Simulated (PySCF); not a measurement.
Gas-phase reaction: 2 SiH4 + 2 CH2 → 2 CH3SiH2 + H2

Energies from PySCF, thermal terms from the rigid-rotor harmonic-oscillator model, ideal gas at 1 bar. † marks an energy on the PBE0/def2-TZVP geometry and frequencies; other levels use their own. CCSD(T) freezes the core. 6-31G* has spherical d functions here. Open shells (unrestricted): CH2 (multiplicity 3), CH3SiH2 (multiplicity 2); the rest are closed-shell singlets. B3LYP is the form with VWN-RPA correlation. CH3SiH2: computed as isolated molecules; such fragments, hydroxides, amides, oligomers or adducts are transient or little studied in the gas. CCSD(T) isn't extrapolated to the basis-set limit.

```json
[
 {"level": "B3LYP/6-31G*", "ΔH°(298 K), kJ": "[?]"},
 {"level": "B3LYP/def2-TZVP†", "ΔH°(298 K), kJ": "[?]"},
 {"level": "BLYP/def2-TZVP†", "ΔH°(298 K), kJ": "[?]"},
 {"level": "CCSD(T)/def2-SVP†", "ΔH°(298 K), kJ": "-510"},
 {"level": "HF/def2-TZVP†", "ΔH°(298 K), kJ": "-320"},
 {"level": "PBE0/def2-QZVP†", "ΔH°(298 K), kJ": "-567"},
 {"level": "PBE0/def2-SVP†", "ΔH°(298 K), kJ": "-565"},
 {"level": "PBE0/def2-TZVP", "ΔH°(298 K), kJ": "[?]"},
 {"level": "r2SCAN/def2-TZVP†", "ΔH°(298 K), kJ": "-546"},
 {"level": "LDA/def2-TZVP†", "ΔH°(298 K), kJ": "-684"}
]
```

Q: Fill in the missing entries.

A: 
- B3LYP/6-31G*, ΔH°(298 K), kJ: -557
- B3LYP/def2-TZVP†, ΔH°(298 K), kJ: -541
- BLYP/def2-TZVP†, ΔH°(298 K), kJ: -547
- PBE0/def2-TZVP, ΔH°(298 K), kJ: -566
